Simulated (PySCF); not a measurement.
PySCF input (PBE/cc-pV(T+d)Z):

```python
import numpy as np, basis_set_exchange as bse
from pyscf import gto, scf, dft, df

basis = {'C': gto.basis.parse(bse.get_basis('cc-pV(T+d)Z', elements=['C'], fmt='nwchem')), 'H': gto.basis.parse(bse.get_basis('cc-pV(T+d)Z', elements=['H'], fmt='nwchem'))}
mol = gto.M(
    atom='''
    C    -0.00000000    0.00000000   -0.00000000
    H     0.62054657    0.62688914    0.63896175
    H    -0.64285838   -0.62489528    0.61852983
    H     0.63693263   -0.63278043   -0.61664082
    H    -0.61462083    0.63078657   -0.64085076
    ''',
    basis=basis,
    charge=0,
    verbose=4,
    max_memory=8640,
)
mf = dft.RKS(mol, xc='pbe')
mf.grids.level = 3
mf = mf.density_fit(auxbasis=df.autoaux(mol))
mf.conv_tol = 1e-9
mf.max_cycle = 100
print('smallest overlap eigenvalue', np.linalg.eigvalsh(mol.intor('int1e_ovlp'))[0])
mf.kernel()
dip = mf.dip_moment()
```

Output:

```
PySCF version 2.14.0

[INPUT] verbose = 4
[INPUT] num. atoms = 5
[INPUT] num. electrons = 10
[INPUT] charge = 0
[INPUT] spin (= nelec alpha-beta = 2S) = 0
[INPUT] symmetry False subgroup None
[INPUT] Mole.unit = angstrom
[INPUT] Symbol           X                Y                Z      unit          X                Y                Z       unit  Magmom
[INPUT]  1 C      0.000000000000   0.000000000000   0.000000000000 AA    0.000000000000   0.000000000000   0.000000000000 Bohr   0.0
[INPUT]  2 H      0.620546570000   0.626889140000   0.638961750000 AA    1.172663064838   1.184648785064   1.207462711573 Bohr   0.0
[INPUT]  3 H     -0.642858380000  -0.624895280000   0.618529830000 AA   -1.214826275082  -1.180880935733   1.168851978574 Bohr   0.0
[INPUT]  4 H      0.636932630000  -0.632780430000  -0.616640820000 AA    1.203628230499  -1.195781709685  -1.165282267027 Bohr   0.0
[INPUT]  5 H     -0.614620830000   0.630786570000  -0.640850760000 AA   -1.161465039153   1.192013860354  -1.211032423119 Bohr   0.0

nuclear repulsion = 13.4453507450257
number of shells = 16
number of NR pGTOs = 106
number of NR cGTOs = 86
basis = {'C': [[0, [8236.0, 0.000531, 0.0, -0.000113, 0.0], [1235.0, 0.004108, 0.0, -0.000878, 0.0], [280.8, 0.021087, 0.0, -0.00454, 0.0], [79.27, 0.081853, 0.0, -0.018133, 0.0], [25.59, 0.234817, 0.0, -0.05576, 0.0], [8.997, 0.434401, 0.0, -0.126895, 0.0], [3.319, 0.346129, 0.0, -0.170352, 0.0], [0.9059, 0.039378, 1.0, 0.140382, 0.0], [0.3643, -0.008983, 0.0, 0.598684, 0.0], [0.1285, 0.002385, 0.0, 0.395389, 1.0]], [1, [18.71, 0.0, 0.014031, 0.0], [4.133, 0.0, 0.086866, 0.0], [1.2, 0.0, 0.290216, 0.0], [0.3827, 1.0, 0.501008, 0.0], [0.1209, 0.0, 0.343406, 1.0]], [2, [1.097, 1.0, 0.0], [0.318, 0.0, 1.0]], [3, [0.761, 1.0]]], 'H': [[0, [33.87, 0.0, 0.006068, 0.0], [5.095, 0.0, 0.045308, 0.0], [1.159, 0.0, 0.202822, 0.0], [0.3258, 1.0, 0.503903, 0.0], [0.1027, 0.0, 0.383421, 1.0]], [1, [1.407, 1.0, 0.0], [0.388, 0.0, 1.0]], [2, [1.057, 1.0]]]}
ecp = {}
ETB for H: l = 0, exps = 0.2054 * 1.8^n , n = 0..10
ETB for H: l = 1, exps = 0.4907 * 2^n , n = 0..3
ETB for H: l = 2, exps = 0.776 * 2.2^n , n = 0..2
ETB for H: l = 3, exps = 1.4449999999999998 * 2.2^n , n = 0..1
ETB for C: l = 0, exps = 0.2418 * 1.8^n , n = 0..13
ETB for C: l = 1, exps = 0.2418 * 1.8^n , n = 0..10
ETB for C: l = 2, exps = 0.2418 * 1.8^n , n = 0..9
ETB for C: l = 3, exps = 0.4389 * 2.2^n , n = 0..4
ETB for C: l = 4, exps = 0.636 * 2.2^n , n = 0..2
smallest overlap eigenvalue 0.0012656962751319719

******** <class 'pyscf.df.df_jk.DFRKS'> ********
method = DFRKS
initial guess = minao
damping factor = 0
level_shift factor = 0
DIIS = <class 'pyscf.scf.diis.CDIIS'>
diis_start_cycle = 1
diis_space = 8
diis_damp = 0
SCF conv_tol = 1e-09
SCF conv_tol_grad = None
SCF max_cycles = 100
direct_scf = False
XC library pyscf.dft.libxc version 7.1.2
    S. Lehtola, C. Steigemann, M. J. T. Oliveira, and M. A. L. Marques,  SoftwareX 7, 1–5 (2018)
XC functionals = pbe
    J. P. Perdew, K. Burke, and M. Ernzerhof,  Phys. Rev. Lett. 77, 3865 (1996)
    J. P. Perdew, K. Burke, and M. Ernzerhof,  Phys. Rev. Lett. 78, 1396 (1997)
    J. P. Perdew, K. Burke, and M. Ernzerhof,  Phys. Rev. Lett. 77, 3865 (1996)
    J. P. Perdew, K. Burke, and M. Ernzerhof,  Phys. Rev. Lett. 78, 1396 (1997)
radial grids:
    Treutler-Ahlrichs [JCP 102, 346 (1995); DOI:10.1063/1.469408] (M4) radial grids

becke partition: Becke, JCP 88, 2547 (1988); DOI:10.1063/1.454033
pruning grids: <function nwchem_prune>
grids dens level: 3
symmetrized grids: False
atomic radii adjust function: <function treutler_atomic_radii_adjust>
small_rho_cutoff = 0
Set gradient conv threshold to 3.16228e-05
Initial guess from minao.
tot grids = 53352
init E= -40.2477647924265
  HOMO = -0.43509708550155  LUMO = 0.00340297458390815  gap/eV = 11.93219
cycle= 1 E= -40.4194930487388  delta_E= -0.172  |g|= 0.407  |ddm|= 4.45
  HOMO = -0.265747556932925  LUMO = 0.057101453947233  gap/eV = 8.78517
cycle= 2 E= -40.3661141625498  delta_E= 0.0534  |g|= 0.598  |ddm|= 1.78
  HOMO = -0.347096523121478  LUMO = 0.0309949866004668  gap/eV = 10.28839
cycle= 3 E= -40.4632848658679  delta_E= -0.0972  |g|= 0.00692  |ddm|= 1.03
  HOMO = -0.346617319392658  LUMO = 0.0306615347830412  gap/eV = 10.26628
cycle= 4 E= -40.4632953283181  delta_E= -1.05e-05  |g|= 0.000335  |ddm|= 0.0105
  HOMO = -0.34650715275179  LUMO = 0.0306569613586056  gap/eV = 10.26316
cycle= 5 E= -40.4632953574245  delta_E= -2.91e-08  |g|= 5.43e-05  |ddm|= 0.00158
  HOMO = -0.346534949606123  LUMO = 0.0306467644204176  gap/eV = 10.26364
cycle= 6 E= -40.4632953584891  delta_E= -1.06e-09  |g|= 3.54e-06  |ddm|= 0.000184
  HOMO = -0.346533118898732  LUMO = 0.0306475507239767  gap/eV = 10.26361
cycle= 7 E= -40.4632953584931  delta_E= -4.01e-12  |g|= 3.08e-08  |ddm|= 1.41e-05
  HOMO = -0.346533118887404  LUMO = 0.0306475482418289  gap/eV = 10.26361
Extra cycle  E= -40.463295358493  delta_E= 4.26e-14  |g|= 3.69e-08  |ddm|= 1.32e-07
converged SCF energy = -40.463295358493
Dipole moment(X, Y, Z, Debye):  0.00000,  0.00000,  0.00000
```
